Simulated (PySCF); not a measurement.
Predicted microwave data (PySCF 2.14.0, PBE0-D3(BJ)/def2-SVP geometry optimisation, gas phase) for one isomer of C3H4:

* Rotational constants: A = 142869, B = 8870, C = 8870 MHz
* Dipole components: |μa| = 0.00 D, |μb| = 0.00 D, |μc| = 0.00 D
* Inertial defect: -3.54 u·Å²
* κ: -1.00

Problem. Which structure is it? (One computed conformer of each.)
A. `C1=CC1`
B. `C#CC`
C. `C=C=C`

Solution. C. It is C=C=C, a prolate symmetric top, point group D2d. The candidates at the same level (rigid rotor, commonest isotopes):

```csv
SMILES,A (MHz),B (MHz),C (MHz),μa (D),μb (D),μc (D),Δ (u·Å²),point group,rotor
C=C=C,142869,8870,8870,0.00,0.00,0.00,-3.54,D2d,prolate symmetric top
C#CC,158305,8543,8542,0.79,0.00,0.00,-3.19,C3v,prolate symmetric top
C1=CC1,29930,22066,13889,0.53,0.00,0.00,-3.40,C2v,asymmetric top
```

`C#CC` has A 11 % too high; `C1=CC1` has B 149 % too high. No structure here is proved a minimum.
